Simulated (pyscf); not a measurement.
Elementary routes open to `[CH3][NH]` [doublet] + `[CH4]` in the gas phase (doublet surface):
A. `[CH3][NH2]` + `[CH3]` [doublet] (C–H broken; H–N formed)
B. `[CH3][NH][CH3]` + `[H]` [doublet] (C–H broken; C–N formed)

Single points on ωB97X-D3(BJ)/def2-SVP structures (PySCF, gas phase).

Q: Rank the routes by free-energy barrier at 1200 K, lowest first, for ωB97M-D3(BJ)/def2-TZVP energies (ideal gas, 1 atm, RRHO with modes under 100 cm⁻¹ raised to 100, one conformer, R ln 2 for chiral ones without a mode under 150 cm⁻¹).

A: A (210.8 kJ/mol), B (396.9 kJ/mol)

Route A is the fastest of these, ahead of the next by 186.2 kJ/mol. The most stable products are those of A (ΔG = +18.4 kJ/mol), so kinetics and thermodynamics agree. At 298 K A is still the fastest. Only these routes are compared; each barrier is that of the saddle found, and lower ones may exist.
